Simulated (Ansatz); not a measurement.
A run on C2H5F2NO (`NC(F)OCF`) with other settings.

```yaml
crystal:
  periodic: [false, false, false]
  atoms:
    - {symbol: N, position_ang: [0.096033, -1.720587, -0.570493]}
    - {symbol: C, position_ang: [0.264625, -0.579579, 0.037687]}
    - {symbol: F, position_ang: [1.718315, -0.203390, 0.139129]}
    - {symbol: O, position_ang: [-0.576167, 0.240308, -0.421572]}
    - {symbol: C, position_ang: [-0.416043, 1.539516, 0.107257]}
    - {symbol: F, position_ang: [-1.041028, 1.654790, 1.251349]}
    - {symbol: H, position_ang: [0.672215, -2.538157, -0.059176]}
    - {symbol: H, position_ang: [0.074038, -1.705348, -1.336638]}
    - {symbol: H, position_ang: [0.105897, -0.681906, 1.223318]}
    - {symbol: H, position_ang: [0.452090, 1.905110, 0.370868]}
    - {symbol: H, position_ang: [-1.132110, 2.143254, -0.437450]}
basis:
  gaussian: {orbitals: "6-31++G**"}
magnetization: {spin_polarized: true, initial_magnetization: 2}
hamiltonian: {xc: {name: HSE06}}
output: {forces: true}
```

```sh
$ ansatz run in.yaml --threads 4 --pin off --events-out ev --progress --plain --max-ram 10444MiB
```

Output, abridged:

```
Functional definition: HSE06
1259 factors; integrals over basis functions are off by at most 1.1e-3 eV
132 factors; integrals over basis functions are off by at most 6.2e-7 eV
mean field evaluation 1: about -11091.9590 eV, gradient 4.9e1 eV
mean field evaluation 2: about -11074.2103 eV, gradient 7.5e1 eV
mean field evaluation 4: about -11100.9313 eV, gradient 2.0e1 eV
mean field evaluation 8: about -11103.3494 eV, gradient 2.4e0 eV
mean field evaluation 16: about -11103.7994 eV, gradient 3.4e-2 eV
mean field -11103.79940191 eV, -408.0571015947 hartree, gradient 4.7e-5 eV, S^2 2.006936; 4 other end points of the search recorded, 0 dependent functions left out
reference -11103.79947277 eV, -408.0571041985 hartree; 26, 24 occupied and 118, 120 virtual orbitals, 1259 factors
Total energy: -11103.79947277 eV, -408.0571041985 hartree
Atom 0 at     0.096033    -1.720587    -0.570493 Å, force     3.332887    -3.385271    24.511952 eV/Å
Atom 1 at     0.264625    -0.579579     0.037687 Å, force     2.673504     0.352577     7.724220 eV/Å
Atom 2 at     1.718315    -0.203390     0.139129 Å, force    -1.966853    -0.455805    -1.280190 eV/Å
Atom 3 at    -0.576167     0.240308    -0.421572 Å, force    -0.986775     5.122634    -2.271929 eV/Å
Atom 4 at    -0.416043     1.539516     0.107257 Å, force    -6.385450    -0.157685    -2.527100 eV/Å
Atom 5 at    -1.041028     1.654790     1.251349 Å, force    -1.959769    -0.850353     4.582907 eV/Å
Atom 6 at     0.672215    -2.538157    -0.059176 Å, force    -0.001160    -1.515885     0.420289 eV/Å
Atom 7 at     0.074038    -1.705348    -1.336638 Å, force    -1.863888    -0.283009   -27.179473 eV/Å
Atom 8 at     0.105897    -0.681906     1.223318 Å, force     0.348858    -0.544934    -1.819473 eV/Å
Atom 9 at     0.452090     1.905110     0.370868 Å, force     5.726993     1.285063    -0.339905 eV/Å
Atom 10 at    -1.132110     2.143254    -0.437450 Å, force     1.081652     0.432668    -1.821298 eV/Å
Dipole moment:    -0.398200     1.063338    -0.517343 e Å
```

Run time 7 s (4 threads of an Intel Xeon Platinum 8488C on a shared host); peak host memory 0.56 GiB.
